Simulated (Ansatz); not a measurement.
# H4Si + Cl: molecular dynamics, part 2 of 2

Aim: follow the two partners and see whether they stay together, part or react. The start is relaxed first. Runs: 266 steps of 0.5 fs under a Langevin thermostat at 300 K; 266 steps of 1 fs under a Nosé-Hoover thermostat at 1000 K; 266 steps of 0.5 fs under a Langevin thermostat at 50 K. SMILES of the start: [Cl-].[SiH4].

Ansatz 0.2.0; RHF/def2-SVP.

### 11 Snapshots as a file

Extended XYZ, with forces in eV/Å:

```xyz
6
time_fs=33.0 T=650 dE=0.1894
Cl   -0.045    1.087   -2.431   -0.069   -0.134    0.215
Si   -0.060   -0.439    0.562    0.462    0.793    0.081
H    -0.874    0.833    0.920    0.496   -1.177   -0.206
H     0.241   -1.159    1.941   -0.581    0.321   -0.955
H     1.369   -0.003    0.186   -1.142   -0.570    0.030
H    -0.858   -1.421   -0.335    0.835    0.767    0.835
6
time_fs=66.0 T=496 dE=0.2786
Cl   -0.050    1.045   -2.359   -0.015   -0.064    0.180
Si   -0.057   -0.390    0.476    0.560    0.100    2.418
H    -0.787    0.783    0.840   -0.851    0.726    0.457
H     0.146   -1.246    1.827   -0.709    0.434   -0.939
H     1.284   -0.017    0.386    1.942    0.371   -0.679
H    -0.686   -1.173   -0.465   -0.928   -1.567   -1.437
6
time_fs=100.0 T=465 dE=0.3004
Cl   -0.057    0.995   -2.234    0.108   -0.139   -0.109
Si   -0.053   -0.330    0.333    1.387   -0.460    1.101
H    -0.788    0.950    0.372   -0.231   -0.433    0.465
H     0.000   -0.930    1.913   -0.763    0.416   -1.604
H     1.469   -0.097    0.429   -0.931   -0.204   -0.705
H    -0.589   -1.485   -0.534    0.430    0.819    0.851
6
time_fs=133.0 T=563 dE=0.2607
Cl   -0.043    0.934   -2.132   -0.195    0.016   -0.206
Si   -0.071   -0.262    0.216    1.646    0.526    0.890
H    -0.916    0.955    0.633    0.204   -1.196   -0.007
H     0.300   -1.058    1.631   -1.082    0.473   -0.888
H     1.399    0.197    0.174   -0.856   -0.442   -0.346
H    -0.680   -1.408   -0.583    0.283    0.623    0.557
6
time_fs=166.0 T=873 dE=0.1129
Cl   -0.056    0.924   -2.104    0.022    0.124   -0.510
Si   -0.049   -0.248    0.186    0.180    0.234    0.800
H    -0.773    0.952    0.508   -0.912    0.525    0.246
H    -0.222   -0.978    1.541    0.151    0.075    0.338
H     1.353    0.064    0.206    1.123   -0.077    0.117
H    -0.422   -1.406   -0.551   -0.565   -0.881   -0.990
6
time_fs=200.0 T=833 dE=0.1528
Cl   -0.047    0.968   -2.188   -0.192    0.079   -0.303
Si   -0.048   -0.298    0.288   -0.658    0.151   -0.858
H    -1.030    0.756    0.677    0.043    0.016   -0.391
H    -0.139   -0.992    1.601    0.857   -0.237    0.956
H     1.315    0.223   -0.058   -0.244   -0.619    0.836
H    -0.566   -1.520   -0.436    0.193    0.611   -0.241
6
time_fs=233.0 T=437 dE=0.3895
Cl   -0.046    1.028   -2.334   -0.007    0.098    0.088
Si   -0.042   -0.367    0.459   -1.750    0.753   -1.707
H    -1.113    0.629    1.018    0.862   -0.458   -0.909
H    -0.218   -1.276    1.582    1.052   -0.594    1.245
H     1.286    0.322    0.183   -0.626   -0.822    0.685
H    -0.548   -1.382   -0.595    0.470    1.023    0.598
6
time_fs=266.0 T=433 dE=0.4226
Cl   -0.059    1.105   -2.457    0.092   -0.146    0.173
Si   -0.029   -0.456    0.595   -1.514    1.005   -0.422
H    -0.969    0.628    0.579   -0.472    0.859   -0.548
H    -0.539   -0.976    1.837    0.618   -0.725    1.797
H     1.308   -0.012    0.491    1.488    0.228    0.400
H    -0.302   -1.575   -0.207   -0.211   -1.221   -1.400
```

Reading of run 2. Against a set 1000 K the second half averages 709 K with a spread of 224 K; 37 meV/atom has gone into potential energy, and a thermostat that acts over some 300 fs has not made it up in 266 fs. The conserved energy strays from its start by at most 2.30 meV/atom, 4.0 % of the mean kinetic energy, fair for a step of 1 fs. No bond forms or breaks. The partners' closest contact goes from 3.13 to 3.20 Å; so short a run doesn't show whether they stay bound.

### 12 Run 3

266 steps of 0.5 fs under a Langevin thermostat at 50 K, starting from the last frame of an earlier run, with new velocities. H is given a mass of 3.016 u.

input.yaml

```yaml
crystal:
  periodic: [false, false, false]
  atoms:
    - { symbol: Cl, position_ang: [-0.05945, 1.10509, -2.456587] }
    - { symbol: Si, position_ang: [-0.028573, -0.455918, 0.594707] }
    - { symbol: H, position_ang: [-0.968827, 0.628287, 0.579217] }
    - { symbol: H, position_ang: [-0.539334, -0.976261, 1.837121] }
    - { symbol: H, position_ang: [1.307938, -0.011737, 0.49145] }
    - { symbol: H, position_ang: [-0.302202, -1.575013, -0.207094] }
total_charge: -1
basis:
  gaussian: { orbitals: def2-SVP }
hamiltonian:
  xc: hf
md:
  timestep: 0.5
  n_steps: 266
  ensemble: nvt_langevin
  temperature: 50.0
  initial_velocities: maxwell_boltzmann
  seed: 793661
  friction: 0.02
  masses: [{ species: H, mass: 3.016 }]
```

On the command line:

```sh
> ansatz run input.yaml --threads 1 --pin off --max-ram 2048MiB --backend cpu --events-out ev --progress --plain --runs-dir out
```

Standard output, cut to the lines that bear on the results:

```text
Warning: RAYON_NUM_THREADS=1 ignored (pool sized by the plan → 1); use --threads N
[...]
Functional definition: HF
[...]
558 factors; integrals over basis functions are off by at most 4.9e-4 eV
[...]
mean field -20422.84566291 eV, -750.5257350098 hartree, gradient 1.8e-5 eV, S^2 0.000000; 0 other end points of the search recorded, 0 dependent functions left out
[...]
reference -20422.84566291 eV, -750.5257350098 hartree; 18, 18 occupied and 38, 38 virtual orbitals, 558 factors
md step     0: t =     0.00 fs  T =    41.7 K  F+E_penalty+E_count = -20422.84566291 eV  E_kin = 0.032315 eV  (23 SCF iters)
[...]
md step    32: t =    16.00 fs  T =   280.4 K  F+E_penalty+E_count = -20423.18999930 eV  E_kin = 0.217443 eV  (23 SCF iters)
[...]
md step    64: t =    32.00 fs  T =   279.2 K  F+E_penalty+E_count = -20423.20675234 eV  E_kin = 0.216501 eV  (22 SCF iters)
[...]
md step    96: t =    48.00 fs  T =   140.4 K  F+E_penalty+E_count = -20423.20611054 eV  E_kin = 0.108869 eV  (23 SCF iters)
[...]
md step   128: t =    64.00 fs  T =   124.8 K  F+E_penalty+E_count = -20423.26658972 eV  E_kin = 0.096795 eV  (17 SCF iters)
md step   129: t =    64.50 fs  T =   130.6 K  F+E_penalty+E_count = -20423.27139534 eV  E_kin = 0.101326 eV  (17 SCF iters)
md step   130: t =    65.00 fs  T =   121.0 K  F+E_penalty+E_count = -20423.27710229 eV  E_kin = 0.093848 eV  (17 SCF iters)
```

### 13 More of the same log: dynamics from the last frame of an earlier run

Output, continued, cut to the lines that bear on the results:

```text
md step   131: t =    65.50 fs  T =   129.8 K  F+E_penalty+E_count = -20423.28370383 eV  E_kin = 0.100683 eV  (17 SCF iters)
[...]
md step   165: t =    82.50 fs  T =   101.4 K  F+E_penalty+E_count = -20423.30162239 eV  E_kin = 0.078619 eV  (17 SCF iters)
[...]
md step   199: t =    99.50 fs  T =   101.0 K  F+E_penalty+E_count = -20423.30824700 eV  E_kin = 0.078360 eV  (16 SCF iters)
[...]
md step   233: t =   116.50 fs  T =    97.1 K  F+E_penalty+E_count = -20423.34285526 eV  E_kin = 0.075332 eV  (15 SCF iters)
[...]
md step   265: t =   132.50 fs  T =    96.2 K  F+E_penalty+E_count = -20423.36356489 eV  E_kin = 0.074608 eV  (15 SCF iters)
[...]
md step   266: t =   133.00 fs  T =    97.0 K  F+E_penalty+E_count = -20423.36402797 eV  E_kin = 0.075239 eV  (24 SCF iters)
Total energy: -20423.36402797 eV, -750.5447845745 hartree
Atom 0 at     0.003385     0.965155    -2.253746 Å, force    -0.050887     0.035471     0.119252 eV/Å
Atom 1 at    -0.125552    -0.248047     0.519495 Å, force     0.539236    -0.155204    -0.369566 eV/Å
Atom 2 at    -1.327422     0.594866     0.647664 Å, force    -0.076580     0.031965     0.048518 eV/Å
Atom 3 at    -0.035379    -1.012239     1.821238 Å, force    -0.224150     0.028307     0.338370 eV/Å
Atom 4 at     1.160246     0.500940     0.583344 Å, force    -0.221118    -0.085215    -0.149529 eV/Å
Atom 5 at    -0.247696    -1.380126    -0.426084 Å, force     0.033498     0.144676     0.012956 eV/Å
Dipole moment:    -0.059666    -0.311306     0.748442 e Å
```

Run time: 74 s. Hardware: 1 thread of Arm Neoverse V2, shared host; peak memory 0.088 GiB.

### 14 The trajectory

One step in 14; energies are changes from step 0:

```tsv
time (fs)	T (K)	potential energy change (meV/atom)	closest contact of the partners (Å)
0.0	42	0.0	3.20
7.0	417	-56.6	3.18
14.0	253	-49.7	3.14
21.0	268	-60.8	3.11
28.0	136	-43.9	3.11
35.0	212	-58.3	3.18
42.0	292	-74.7	3.30
49.0	113	-58.5	3.25
56.0	155	-69.3	3.18
63.0	114	-68.9	3.15
70.0	162	-78.7	3.11
77.0	87	-72.8	3.07
84.0	95	-75.3	3.02
91.0	99	-79.9	2.98
98.0	103	-78.0	2.95
105.0	77	-77.5	2.94
112.0	70	-80.7	2.96
119.0	94	-83.4	3.00
126.0	108	-86.0	3.01
133.0	97	-86.4	2.98
```

time (fs), T (K) and a bar:
```
      0.0         42 
      6.0        375 ##############################
     11.5        268 ####################
     17.5        315 #########################
     23.0        156 ##########
     29.0        187 #############
     34.5        226 #################
     40.5        287 ######################
     46.5        189 #############
     52.0        117 #######
     58.0        158 ##########
     63.5        124 #######
     69.5        167 ###########
     75.0        107 ######
     81.0        105 ######
     86.5         85 ####
     92.5         95 #####
     98.5        106 ######
    104.0         80 ###
    110.0         71 ###
    115.5        105 ######
    121.5        114 #######
    127.0        110 ######
    133.0         97 #####
```

Maxima of the velocity power spectrum (cm⁻¹, relative height; resolution about 500 cm⁻¹): 630 (66), 1320 (91).

### 15 Positions and forces

Extended XYZ, with forces in eV/Å:

```xyz
6
time_fs=16.5 T=288 dE=-0.3581
Cl   -0.050    1.097   -2.451    0.026   -0.136    0.217
Si   -0.074   -0.454    0.589    0.666   -0.129    0.127
H    -1.055    0.678    0.479    0.396   -0.546    0.164
H    -0.209   -1.057    2.047   -0.107    0.351   -1.039
H     1.401   -0.048    0.579   -0.913   -0.077   -0.046
H    -0.281   -1.602   -0.378   -0.068    0.536    0.578
6
time_fs=33.0 T=260 dE=-0.3624
Cl   -0.049    1.087   -2.432   -0.004   -0.090    0.196
Si   -0.093   -0.427    0.603    1.195   -0.433   -1.402
H    -1.088    0.651    0.512   -0.052   -0.061    0.334
H    -0.053   -1.080    1.942   -0.570   -0.090    0.347
H     1.354    0.033    0.577   -0.688   -0.011   -0.237
H    -0.352   -1.551   -0.408    0.119    0.685    0.762
6
time_fs=50.0 T=115 dE=-0.3506
Cl   -0.028    1.079   -2.409    0.012   -0.140    0.257
Si   -0.079   -0.404    0.571   -1.115    0.188    0.743
H    -1.141    0.559    0.764   -0.443    0.670   -0.285
H    -0.213   -1.051    1.925    0.540   -0.207    0.274
H     1.218    0.154    0.429    1.162    0.345   -0.029
H    -0.430   -1.483   -0.283   -0.156   -0.856   -0.960
6
time_fs=66.5 T=142 dE=-0.4511
Cl   -0.012    1.065   -2.382   -0.060   -0.117    0.226
Si   -0.113   -0.383    0.558   -0.015    0.013    0.413
H    -1.214    0.630    0.777    0.396   -0.482   -0.233
H    -0.021   -1.077    1.971   -0.063    0.334   -0.810
H     1.226    0.240    0.374   -0.284   -0.196    0.074
H    -0.421   -1.516   -0.378    0.027    0.448    0.329
6
time_fs=83.0 T=90 dE=-0.4546
Cl    0.004    1.043   -2.351   -0.099   -0.051    0.109
Si   -0.124   -0.357    0.556    0.680    0.225   -1.184
H    -1.271    0.575    0.704    0.115   -0.136    0.168
H     0.120   -1.034    1.855   -0.295   -0.169    0.576
H     1.197    0.324    0.337   -0.513   -0.229    0.045
H    -0.441   -1.493   -0.373    0.112    0.360    0.285
6
time_fs=100.0 T=96 dE=-0.4613
Cl   -0.001    1.021   -2.322   -0.084   -0.041    0.100
Si   -0.111   -0.319    0.535   -0.297    0.197    0.335
H    -1.280    0.512    0.801   -0.344    0.489   -0.120
H    -0.004   -0.983    1.891    0.264   -0.162    0.082
H     1.128    0.395    0.318    0.478    0.142    0.082
H    -0.438   -1.398   -0.361   -0.018   -0.625   -0.479
6
time_fs=116.5 T=97 dE=-0.4972
Cl    0.000    0.991   -2.295   -0.107   -0.011    0.120
Si   -0.128   -0.288    0.520   -0.168   -0.235    0.307
H    -1.304    0.591    0.804    0.167   -0.157   -0.302
H     0.012   -0.990    1.898   -0.074    0.078   -0.420
H     1.139    0.422    0.402    0.270    0.153    0.032
H    -0.329   -1.403   -0.441   -0.089    0.171    0.264
6
time_fs=133.0 T=97 dE=-0.5184
Cl    0.003    0.965   -2.254   -0.051    0.035    0.119
Si   -0.126   -0.248    0.519    0.539   -0.155   -0.370
H    -1.327    0.595    0.648   -0.077    0.032    0.049
H    -0.035   -1.012    1.821   -0.224    0.028    0.338
H     1.160    0.501    0.583   -0.221   -0.085   -0.149
H    -0.248   -1.380   -0.426    0.034    0.145    0.013
```

On run 3: Against a set 50 K the second half averages 101 K with a spread of 20 K; the potential energy of that half lies 79 meV/atom under the start, so the atoms have moved to lower-lying arrangements, and the energy set free heats the cell. No bond forms or breaks. The partners' closest contact goes from 3.20 to 2.98 Å; so short a run doesn't show whether they stay bound.

### 16 Summary of results

The summary covers parts 1 to 2.

| quantity | value |
| --- | --- |
| relaxation of the start | 15 moves, 0.382 eV lower |
| run 1: length | 266 steps of 0.5 fs |
| run 1: temperature, first and last step | 250 and 188 K |
| run 1: temperature, second half | mean 201 K, from 126 to 320 K |
| run 1: potential energy, second half | +24 meV/atom from this run's first step |
| run 1: bonds formed or broken | 0 |
| run 2: length | 266 steps of 1 fs |
| run 2: temperature, first and last step | 1000 and 433 K |
| run 2: temperature, second half | mean 709 K, from 168 to 1229 K |
| run 2: potential energy, second half | +37 meV/atom from this run's first step |
| run 2: largest change of the conserved energy | 2.30 meV/atom |
| run 2: bonds formed or broken | 0 |
| run 3: length | 266 steps of 0.5 fs |
| run 3: temperature, first and last step | 42 and 97 K |
| run 3: temperature, second half | mean 101 K, from 66 to 167 K |
| run 3: potential energy, second half | -79 meV/atom from this run's first step |
| run 3: bonds formed or broken | 0 |

**Reading.** Mean temperatures of the second halves: 201 K, 709 K, 101 K. No bond formed or broke in any run. In the last run: the partners' closest contact goes from 3.20 to 2.98 Å; so short a run doesn't show whether they stay bound. Averages from a run of 133 fs with 6 atoms are rough.
